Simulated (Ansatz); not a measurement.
## Structural energy differences of palladium

Method: DFT, LDA (PW92), plane waves (420 eV) with PAW, scalar-relativistic in Ansatz. (PAW data from PBE, frozen cores regenerated.)

Each structure is relaxed within its own symmetry, so a high-lying one may be dynamically unstable.

```tsv
structure	ΔE (meV/atom)	V (Å³/atom)	cell	magnetic state
fcc	0	14.18	a = 3.842 Å	spin not included
dhcp	17	14.20	a = 2.709 Å, c = 8.934 Å (c/a = 3.298)	spin not included
hcp	40	14.23	a = 2.699 Å, c = 4.511 Å (c/a = 1.671)	spin not included
bcc	62	14.28	a = 3.057 Å	spin not included
omega (AlB2-type)	134	14.47	a = 4.384 Å, c = 2.608 Å (c/a = 0.595)	spin not included
A15	158	14.56	a = 4.884 Å	spin not included
simple cubic	616	16.38	a = 2.539 Å	spin not included
diamond	1413	22.16	a = 5.618 Å	ferromagnetic, net 0.45 μB per atom
```

ΔE counts from fcc.

Differences under about 8 meV lie within the error of the k-point mesh.
